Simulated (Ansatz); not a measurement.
# Which is lower?

Two relaxed structures of CH5NSi, singlet (PBE0-D4/def2-TZVP; forces vanish, vibrations not checked).

A:

C1  (-0.717, 0.839, -0.447)
Si2  (0.585, -0.353, 0.096)
N3  (0.235, -1.503, 1.141)
H4  (-0.858, 0.787, -1.530)
H5  (-0.425, 1.865, -0.207)
H6  (-1.660, 0.608, 0.050)
H7  (1.904, -0.081, -0.551)
H8  (0.937, -2.163, 1.448)
(Å)

B:

C1  (-0.467, 0.979, -0.584)
Si2  (0.625, -0.105, 0.120)
N3  (0.257, -1.464, 1.059)
H4  (-1.544, 0.912, -0.504)
H5  (-0.081, 1.809, -1.163)
H6  (-0.679, -1.750, 1.288)
H7  (2.092, 0.006, -0.003)
H8  (0.964, -2.063, 1.446)
(Å)

Ansatz 0.2.0; basis: def2-TZVPP; cores frozen in the correlated methods. B3LYP uses VWN-RPA correlation.

Question: Which structure is lower at CCSD(T), and by how much? (An estimate is asked for; the value comes from the calculation.)

Answer: By the calculation: A, by 0.078 eV (electronic energy, against the other). By their contacts, A is CH₅NSi ([CH3][SiH][NH]) and B is CH₅NSi ([CH2][SiH][NH2]).

Question: Do the other methods give the same order? (Judge from chemistry; the calculation decides.)

Answer: By the calculation: Not all: HF gives the other order.

| method | E(B) − E(A) (eV) |
| --- | --- |
| PBE-D4 | 0.093 |
| r2SCAN-D4 | 0.058 |
| PBE0-D4 | 0.025 |
| B3LYP-D4 | 0.050 |
| wB97M-V | 0.033 |
| HF | -0.080 |
| MP2 | 0.108 |
| CCSD | 0.043 |
| CCSD(T) | 0.078 |

No T1 diagnostic of these runs exceeds 0.016.

Labels in which every atom is bracketed show which atoms are joined, not bond orders.

For scale, one of the runs: CCSD(T)/def2-TZVPP, 174 basis functions, launched by `ansatz run in.yaml --threads 2 --pin off --events-out ev --progress --plain --max-ram 4352MiB`. Time: 26 s of wall clock on 2 CPU threads of an Arm Neoverse V2; the host was shared. Peak host memory: 1.5 GiB.
